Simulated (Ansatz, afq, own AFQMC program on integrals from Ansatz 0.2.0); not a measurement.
Two steps: Ansatz 0.2.0 writes the Fock matrix and Cholesky factors of the valence space, and afq projects on them the lowest state that overlaps trial and start.

```yaml
crystal:
  periodic: [false, false, false]
  atoms:
    - {symbol: Os, position_ang: [0.000000, 0.000000, 0.000000]}
basis:
  gaussian: {orbitals: def2-TZVPP}
total_charge: 1
magnetization: {spin_polarized: true, initial_magnetization: 5}
correlation: {method: ccsd_t, electrons: outside_noble_gas, hamiltonian_folder: ham}
```

```sh
$ ansatz run in.yaml --threads 1 --pin off --events-out ev --progress --plain --max-ram 16896MiB --backend cuda --devices 0, --max-vram 18GiB
```

afq runs on the folder ham with

```
--method phaseless --trial cisd --walkers 4000 --populations 20 --least-time 60 --time-step 0.005 --steps-per-block 50 --equilibration-blocks 28 --max-blocks 4000 --target-error 0.00016 --factor-cut 1e-05 --start spin_pure --seed 7065 --release-times 0.24,0.5,1,1.5 --release-step 0.02 --release-every 3 --taylor-order 6
```

Times are imaginary, in 1/Eh. The walk had a cap of 230 s. With eight or more populations the least sampling time is a fifth of least-time, and the error comes from their spread. Core potentials past Kr, no spin–orbit coupling.

afq prints:

```
orbitals 52  electrons 6 1  factors 372 of 372
reference energy -89.59970182 Eh
CCSD correlation -0.12860786 Eh in 10 cycles, weight of the determinant in the CISD state 0.9568
energy of the start -89.728301 Eh
 block  time / (1/Eh)  mean weight  energy / Eh
     1     0.250  1.0002  -89.728463
     2     0.500  1.0000  -89.729650
     3     0.750  0.9999  -89.730505
     4     1.000  1.0001  -89.730801
     5     1.250  0.9999  -89.731104
     8     2.000  1.0001  -89.731541
    11     2.750  0.9999  -89.731800
    14     3.500  0.9998  -89.731713
    17     4.250  0.9999  -89.731747
    20     5.000  0.9999  -89.731732
    23     5.750  1.0001  -89.731690
    26     6.500  0.9999  -89.731658
    29     7.250  1.0002  -89.731971
    32     8.000  1.0001  -89.732092
    33     8.250  1.0000  -89.732321
    35     8.750  1.0003  -89.731886
    38     9.500  1.0000  -89.732035
    41    10.250  1.0000  -89.731915
    44    11.000  0.9998  -89.731771
    47    11.750  0.9999  -89.731789
    50    12.500  1.0001  -89.731712
    51    12.750  0.9999  -89.731443
    53    13.250  1.0002  -89.731616
    56    14.000  1.0001  -89.731828
    59    14.750  0.9999  -89.731794
    62    15.500  1.0000  -89.732018
    65    16.250  1.0001  -89.732097
    68    17.000  0.9997  -89.731833
    71    17.750  0.9998  -89.731839
    74    18.500  1.0001  -89.731692
    77    19.250  1.0001  -89.731825
    78    19.500  0.9996  -89.731818
error from the spread of 20 populations
released: time / (1/Eh)  energy / Eh  error  mean overlap
  0.24  -89.731771  0.000060  1.0006
  0.50  -89.731936  0.000028  1.0000
  1.00  -89.731915  0.000030  0.9989
  1.50  -89.731979  0.000037  0.9944
energy -89.731841 +/- 0.000029 Eh
(rows thinned)
```

The run passed its tests (sampling time, drift between the halves within three errors, error under three times the target), which doesn't prove that it has relaxed.

Against this walk (error 0.8 meV) on the same determinant: CCSD(T) 3.2 meV higher, CCSDT(Q) 3.9 meV lower. The error is statistical and leaves out the bias of the constraint. Released to 1.50 1/Eh the energy lies 3.8 ± 1.3 meV (both errors) below the phaseless value, which shows part or all of the bias of the constraint, and CCSDT(Q) lies 0.1 meV below the released value.

Cautions: constraint bias not in the error; no spin-orbit coupling; outer-core shells of the metal frozen.

The walk took 50 s on 2 threads of a server CPU with a shared H100 80 GB, shared host (the card was shared). The log's last line is the phaseless energy.

CCSDT and higher add their correlation energy to the determinant of the CCSD(T) run, since their own runs factorise the integrals more tightly (a shift of under 2 meV). A walk keeps the symmetry of its determinant, which the program's search chose and which needn't be the lowest solution, so a lower state of the same spin and another symmetry isn't excluded.
